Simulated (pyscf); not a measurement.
5 gas-phase steps of one pattern: four-centre exchange on the singlet surface, Al–N + H–O or Ga–N + H–O or H–O + In–N broken and Al–O + H–N or Ga–O + H–N or H–N + In–O formed. Optimised with ωB97X-D3(BJ)/def2-SVP in PySCF. Electronic energies in kJ/mol, between the relaxed ends of the descent from the saddle (adducts or complexes of the species named), with the reactant end as zero; ΔE‡ and ΔE at ωB97X-D3(BJ)/def2-TZVP. Rows were drawn at random from the steps of this pattern with a verified saddle, stable references and a bound adduct at one end at least.

| row | step | ΔE | ΔE‡ |
|---|---|---|---|
| 1 | H₂N–Al(NH₂)–NH₂ (SMILES [NH2][Al]([NH2])[NH2]) + H₂O (SMILES O) → NH₃ (SMILES N) + H₂N–Al(NH₂)–OH (SMILES [NH2][Al]([NH2])[OH]) | -95.3 | 9.8 |
| 2 | H₂N–Ga(Cl)–Cl (SMILES [NH2][Ga]([Cl])[Cl]) + HO–SiH₃ (SMILES O[SiH3]) → NH₃ (SMILES N) + H₃Si–O–Ga(Cl)–Cl (SMILES [SiH3][O][Ga]([Cl])[Cl]) | -92.6 | 20.2 |
| 3 | H₂O (SMILES O) + H₂N–Ga(F)–F (SMILES [NH2][Ga]([F])[F]) -> HO–Ga(F)–F (SMILES [OH][Ga]([F])[F]) + NH₃ (SMILES N) | -71.4 | ? |
| 4 | H₂N–Ga(NH₂)–NH₂ (SMILES [NH2][Ga]([NH2])[NH2]) + H₂O (SMILES O) → NH₃ (SMILES N) + H₂N–Ga(NH₂)–OH (SMILES [NH2][Ga]([NH2])[OH]) | -64.6 | 26.3 |
| 5 | H₂N–InH₂ (SMILES [NH2][InH2]) + H₂O (SMILES O) -> NH₃ (SMILES N) + HO–InH₂ (SMILES [OH][InH2]) | -47.4 | 12.5 |

Question: From a straight line through the complete rows, estimate the missing barrier and say how far the line can be trusted.

Answer: Over the 4 complete rows the means are -75.0 (ΔE) and 17.2 (ΔE‡); least squares gives b = 0.04 and a = 20.2 kJ/mol, with residuals of 6.4 kJ/mol (root mean square; largest 8.7, row 4). For row 3: 20.2 + 0.04 × (-71.4) = 17.3 kJ/mol. The computed barrier is 32.1 kJ/mol, 14.8 over the line. The scatter is large against the spread of the barriers, so the line says little here. Each barrier is that of the saddle found. Elements up to Kr have no core potential and no relativistic terms here. Elements past Kr carry the def2 core potentials, without spin-orbit coupling.
